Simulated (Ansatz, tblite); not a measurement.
Spin states of Si2B, each relaxed with PBE0-D4/def2-TZVP in Ansatz. Electronic energies in the gas phase.

The xTB rows come from tblite. Correlated methods freeze 11 core orbitals. The structure comes from a short search, and lower isomers may exist.

Doublet geometry (C2v within 0.1 Å):

Cartesian coordinates in Å:
```
B -0.383 0.843 -0.139
Si 0.700 -0.025 1.074
Si -0.317 -0.819 -0.935
```

Quartet geometry (C2v within 0.1 Å):

```csv
atom,x (Å),y (Å),z (Å)
B1,0.027,-0.372,1.031
Si2,1.082,0.091,-0.579
Si3,-1.109,0.280,-0.453
```

⟨S²⟩: doublet 0.80 at PBE0-D4/def2-TZVP (pure 0.75), quartet 3.77 at PBE0-D4/def2-TZVP (pure 3.75).

Run but left out: HF/STO-3G, HF/def2-TZVP, HF/def2-TZVPP, MP2/def2-TZVP, MP2/def2-TZVPP, CCSD/def2-TZVPP, CCSD(T)/def2-TZVPP (doublet: ⟨S²⟩ 1.47 to 1.64, where a pure state has 0.75).

Only these spin states were relaxed.

Question: Estimate which spin state lies lowest at each of these levels, and by how much: GFN2-xTB; PBE-D4/def2-TZVP; B97M-V/def2-TZVP; r2SCANh-D4/def2-TZVP; PBE0-D4/def2-TZVP; CAM-B3LYP-D4/def2-TZVP; ωB97M-V/def2-TZVP; RPA@PBE/def2-TZVP.

Answer: 
```
                 level  quartet − doublet (kJ/mol)  lowest of these                                  remarks
              GFN2-xTB                       130.9          doublet                                        –
      PBE-D4/def2-TZVP                        98.2          doublet                                        –
      B97M-V/def2-TZVP                        95.3          doublet                                        –
  r2SCANh-D4/def2-TZVP                        74.6          doublet  spin-contaminated (⟨S²⟩ 0.90) (doublet)
     PBE0-D4/def2-TZVP                        85.1          doublet                                        –
CAM-B3LYP-D4/def2-TZVP                        98.6          doublet                                        –
     ωB97M-V/def2-TZVP                       115.4          doublet                                        –
     RPA@PBE/def2-TZVP                       113.1          doublet                                        –
```

Change of the quartet − doublet gap on mixing in exact exchange, in kJ/mol: PBE to PBE0 (25 % exact exchange) -13.1. The xTB methods have no spin-polarisation term.
